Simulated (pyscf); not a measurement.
F–Si:–F (SMILES F[Si]F) [singlet] + NH₃ (SMILES N) -> H₂N–SiH(F)–F (SMILES N[SiH](F)F), an insertion (singlet surface; H–N broken, N–Si, H–Si formed). Optimised with ωB97X-D3(BJ)/def2-SVP in PySCF. MP2 and CC: frozen core, UHF for open shells. ΔMP2 is the change of the MP2 total energy from the triple- to the quadruple-zeta basis. Energies in kcal/mol from the separated reactants.

Small-basis levels: PySCF, no dispersion term, spherical d functions. 

Quick B3LYP/6-31G* single points give ΔE‡ = 25.6 kcal/mol and ΔE = -48.7 kcal/mol. What does CCSD(T)/def2-TZVPP + ΔMP2(QZVPP) give, and how far is the quick result from it?

CCSD(T)/def2-TZVPP + ΔMP2(QZVPP) gives ΔE‡ = 26.9 kcal/mol and ΔE = -51.7 kcal/mol. B3LYP/6-31G* lies 1.3 kcal/mol under it in the barrier and 3.0 kcal/mol over it in the reaction energy, so on this step it holds to within 3.0 kcal/mol. CCSD(T)/def2-TZVPP + ΔMP2(QZVPP) has limits of its own. On the reactant side the descent ends in an adduct with a N–Si contact, 19.9 kcal/mol under the separated species and 45.0 kcal/mol under the saddle at ωB97X-D3(BJ)/def2-TZVP. What is counted as formed (N–Si) is already present as a longer contact in the reactant adduct; forming that adduct is a step of its own. One saddle was located; it need not be the lowest between these sides. The CCSD(T) − MP2 part came from Ansatz, without density fitting, on the same reference.
